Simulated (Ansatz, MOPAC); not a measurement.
Molecule: CH₃O, charge 0, multiplicity 2. SMILES: C[O]

Atoms: C1, O2, H3, H4, H5. Bonds: C1-O2, C1-H3, C1-H4, C1-H5.

Bond lengths (Å) and angles (degrees) optimised at AM1 with MOPAC; HF/STO-3G with Ansatz (a program for electronic structure); B3LYP/LANL2DZ with Ansatz, each started from the B3LYP-D3(BJ)/def2-TZVP structure (Ansatz) of the last column. A row stands for all coordinates that are equal there. No wavenumbers were computed at AM1, HF/STO-3G, B3LYP/LANL2DZ, so these may be saddle points.

```json
[
 {"coordinate": "C1-O2", "AM1": "1.352", "HF/STO-3G": "1.441", "B3LYP/LANL2DZ": "1.428", "B3LYP-D3(BJ)/def2-TZVP": "1.362"},
 {"coordinate": "C1-H3", "AM1": "1.123", "HF/STO-3G": "1.094", "B3LYP/LANL2DZ": "1.100", "B3LYP-D3(BJ)/def2-TZVP": "1.099"},
 {"coordinate": "C1-H5", "AM1": "1.134", "HF/STO-3G": "1.093", "B3LYP/LANL2DZ": "1.108", "B3LYP-D3(BJ)/def2-TZVP": "1.108"},
 {"coordinate": "O2-C1-H3", "AM1": "111.6", "HF/STO-3G": "111.6", "B3LYP/LANL2DZ": "112.3", "B3LYP-D3(BJ)/def2-TZVP": "113.3"},
 {"coordinate": "O2-C1-H5", "AM1": "106.4", "HF/STO-3G": "107.6", "B3LYP/LANL2DZ": "105.5", "B3LYP-D3(BJ)/def2-TZVP": "105.3"},
 {"coordinate": "H3-C1-H4", "AM1": "110.5", "HF/STO-3G": "109.1", "B3LYP/LANL2DZ": "111.3", "B3LYP-D3(BJ)/def2-TZVP": "111.5"},
 {"coordinate": "H3-C1-H5", "AM1": "108.2", "HF/STO-3G": "108.4", "B3LYP/LANL2DZ": "107.4", "B3LYP-D3(BJ)/def2-TZVP": "106.3"}
]
```

Mean signed difference of all 4 bond lengths from B3LYP-D3(BJ)/def2-TZVP: AM1 0.016 Å, HF/STO-3G 0.013 Å, B3LYP/LANL2DZ 0.017 Å.
